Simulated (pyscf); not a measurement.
PySCF, gas phase, ωB97X-D3(BJ)/def2-SVP geometries. MP2 and CC: frozen core, UHF for open shells. ΔMP2 is the change of the MP2 total energy from the triple- to the quadruple-zeta basis.

### Question
For HF (SMILES F) + F–GeH: (SMILES [F][GeH]) [singlet] → F–GeH₂–F (SMILES [F][GeH2][F]), an insertion (singlet surface; F–H broken, F–Ge, Ge–H formed), PBE/def2-TZVP gives ΔE‡ = 46.5 kJ/mol and ΔE = -173.1 kJ/mol (zero: the separated reactants). In which direction and how far do PBE0-D3(BJ)/def2-TZVP, ωB97M-D3(BJ)/def2-TZVP, CCSD(T)/def2-TZVPP + ΔMP2(QZVPP) move these?

### Answer
PBE0-D3(BJ): ΔE‡ = 68.1 kJ/mol, ΔE = -189.1 kJ/mol; ωB97M-D3(BJ): ΔE‡ = 88.2 kJ/mol, ΔE = -176.3 kJ/mol; CCSD(T): ΔE‡ = 90.8 kJ/mol, ΔE = -183.8 kJ/mol. PBE's barrier lies under all of them, by 21.6 to 44.3 kJ/mol. Its reaction energy lies over all of them, by 3.2 to 16.0 kJ/mol. Low barriers are usual for a GGA, whose delocalisation error favours stretched bonds. On the reactant side the descent ends in a bound adduct (not fully relaxed), 39.4 kJ/mol under the separated species and 118.8 kJ/mol under the saddle at ωB97X-D3(BJ)/def2-TZVP. At ωB97X-D3(BJ) the barrier from the zero used here is 79.4 kJ/mol. The same reactants have a lower exit, to F–Ge:–F [singlet] + H₂ (barrier +6.6 kJ/mol at ωB97M-D3(BJ), against +88.2 kJ/mol here). One saddle was located; it need not be the lowest between these sides. The CCSD(T) − MP2 part came from Ansatz, without density fitting, on the same reference. The frozen core leaves the outer d or s,p core shells of the metals and heavy elements correlated in the MP2 and CC values, and def2-TZVPP describes them poorly, which can shift differences by a few kcal/mol. Elements up to Kr have no core potential and no relativistic terms here.
